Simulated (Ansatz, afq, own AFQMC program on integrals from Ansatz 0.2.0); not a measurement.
**Where AFQMC and coupled cluster stand for CH$_{3}$Si⁺, triplet**

| atom | x (Å) | y (Å) | z (Å) |
| --- | --- | --- | --- |
| Si | 0.0000 | -0.0890 | 0.5568 |
| C | 0.0000 | 0.0881 | -1.1386 |
| H | 0.0000 | 1.0983 | 1.4676 |
| H | 0.0000 | 1.0786 | -1.5870 |
| H | 0.0000 | -0.7467 | -1.8283 |

Connectivity, by distances: SiH–CH2.

Basis cc-pVDZ. Only valence electrons are correlated. AFQMC by an in-house program on the Cholesky factors that Ansatz 0.2.0 writes for its CCSD(T) run. ph-AFQMC/CISD is guided by a CISD state made of CCSD amplitudes; releasing the constraint for a short imaginary time cuts its bias at the price of noise, slowly where states lie close. Error bars are statistical, one sigma.

Determinant: UHF, the one that the program's search chose, which needn't be the lowest solution. The geometry is a PBE0/def2-TZVP stationary point of this or a neighbouring charge and spin state.

No full CI on the walks' own integrals is used here; CCSDT(Q) serves as the reference and is uncertain by about the last step of the cluster series.

Cautions: lower spins were not checked.

```
T1 diagnostic                               : 0.0150
weight of the determinant in the CISD state : 0.903
⟨S²⟩ of the determinant                     : 2.008
size of the correlated space                : 10 electrons in 41 orbitals
```

```json
{"level": "MP2", "correlation energy (eV)": "-4.6564"}
{"level": "CCSD", "correlation energy (eV)": "-5.5456"}
{"level": "CCSD(T)", "correlation energy (eV)": "-5.6862"}
```

Question: Estimate where AFQMC with the constraint released lies against CCSD(T) on the same integrals.

Answer: 34.4 ± 2.4 meV below CCSD(T).

Reference: CCSDT(Q), correlation energy -5.720 eV. The released energy is read at 2.40 1/Eh (meV from the phaseless value at times in 1/Eh: -5.3 ± 1.8 at 0.24, -6.5 ± 1.8 at 0.51, -5.3 ± 1.8 at 0.99, -10.7 ± 2.2 at 1.62, -9.9 ± 2.4 at 2.40).

```json
{"level": "CCSD(T)", "E − E(reference) (meV)": "33.8", "share of correlation (%)": "99.41"}
{"level": "CCSDT", "E − E(reference) (meV)": "7.6", "share of correlation (%)": "99.87"}
{"level": "ph-AFQMC/CISD", "E − E(reference) (meV)": "9.2 ± 2.3", "share of correlation (%)": "99.84"}
{"level": "released AFQMC", "E − E(reference) (meV)": "-0.7 ± 2.4", "share of correlation (%)": "100.01"}
```

A walk keeps the symmetry of its determinant, which the program's search chose and which needn't be the lowest solution, so a lower state of the same spin and another symmetry isn't excluded. Released energies are given only where the last usable release times agree within the noise; a slower fall can still hide under it.
